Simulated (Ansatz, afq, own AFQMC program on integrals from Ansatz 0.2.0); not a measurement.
**Where AFQMC and coupled cluster stand for Ga, quartet**

A free Ga atom.

Basis aug-cc-pVDZ. Noble-gas cores (and the filled d shells of Ga–Kr and In–Xe) are frozen. Integrals, coupled cluster, full CI and functionals: Ansatz 0.2.0; the random walks run on the same integrals in our own AFQMC program. ph-AFQMC/CISD is guided by a CISD state made of CCSD amplitudes; releasing the constraint for a short imaginary time cuts its bias at the price of noise, slowly where states lie close. Error bars are statistical, one sigma. No spin–orbit coupling.

Determinant: UHF, the one that the program's search chose, which needn't be the lowest solution.

Full CI on the same integrals is exact in this basis and with this determinant's frozen core.

Cautions: no relativity below Rb; no spin-orbit coupling; inner d shell frozen; another spin lies lower (by 4.06 eV); the released energies have errors that jump between times, so the bars are unsure, so no released level is given (meV from the phaseless value at times in 1/Eh: -10 ± 9 at 0.24, -0.06 ± 0.06 at 0.51, -0.17 ± 0.05 at 0.99, 1.2 ± 1.2 at 1.62, -0.10 ± 0.13 at 2.40), though the last usable value meets full CI within the noise.

The T1 diagnostic is 0.0042, the weight of the determinant in the CISD state is 0.986 and the ⟨S²⟩ of the determinant is 3.752. The size of the correlated space is 3 electrons in 22 orbitals.

Reference: full CI, correlation energy -0.290 eV.

| level | E − E(reference) (kcal/mol) | share of correlation (%) |
| --- | --- | --- |
| HF | 6.70 | 0.00 |
| MP2 | 2.45 | 63.34 |
| CCSD | 0.03 | 99.53 |
| CCSD(T) | 0.01 | 99.84 |
| ph-AFQMC/CISD | 0.00 ± 0.01 | 99.94 |

A walk keeps the symmetry of its determinant, which the program's search chose and which needn't be the lowest solution, so a lower state of the same spin and another symmetry isn't excluded.
